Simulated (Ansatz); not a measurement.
Na2, an active-space calculation

Program: Ansatz 0.2.0, Python API.

The cells in order, each with its output:

**Cell 1**
```python
import ansatz as az

molecule = (
    az.Crystal.molecule()
    .atom("Na", (0.0, 0.0, 0.0))
    .atom("Na", (0.0, 0.0, 3.15))
)
```

**Cell 2**
```python
job = molecule.calculation().basis(gaussian="def2-SVP").correlation(active_electrons=4, active_orbitals=4)
for method in [None, "sc_nevpt2"]:
    report = (job if method is None else job.correlation(method)).run(threads=1).report
    space = report["configurations"]
    state = space["states"][0]
    print(method or "casscf", f"total {report['free_energy_ev'] / 27.211386246:.6f} Ha, active-space state {state['energy']['hartree']:.6f} Ha, mean field {report['reference_energy_ev'] / 27.211386246:.6f} Ha")
    print("  determinants", state["n_determinants"], " natural occupations", [round(n, 3) for n in space["natural_occupations"]])
print("effectively unpaired electrons, sum of min(n, 2 - n):", round(sum(min(n, 2 - n) for n in space["natural_occupations"]), 3))
```
Output:
```text
casscf total -323.601585 Ha, active-space state -323.601585 Ha, mean field -323.584736 Ha
  determinants 36  natural occupations [2.0, 1.843, 0.097, 0.06]
Warning: 1 active orbitals are nearly empty or full. The corrections depend on them more than the energy does, and are more stable in an active space without them
RunWarning: 1 active orbitals are nearly empty or full. The corrections depend on them more than the energy does, and are more stable in an active space without them
sc_nevpt2 total -323.607075 Ha, active-space state -323.601585 Ha, mean field -323.584736 Ha
  determinants 12  natural occupations [2.0, 1.843, 0.097, 0.06]
effectively unpaired electrons, sum of min(n, 2 - n): 0.315
```

Total energies depend on the basis set; only differences at equal settings carry meaning. Warnings are shown shortened and without file and line. The geometry is a force-field or estimated start, not a minimum of this method, and the basis set is short of its limit. The active space starts as a window about the frontier orbitals and is then optimised, not chosen by chemistry. The spin state was assumed, and another may lie lower. Finished in 2 s on 1 thread of Arm Neoverse V1 (shared host), peak memory 0.13 GiB.

(Lines on the test bed's own set-up are left out of the output.)
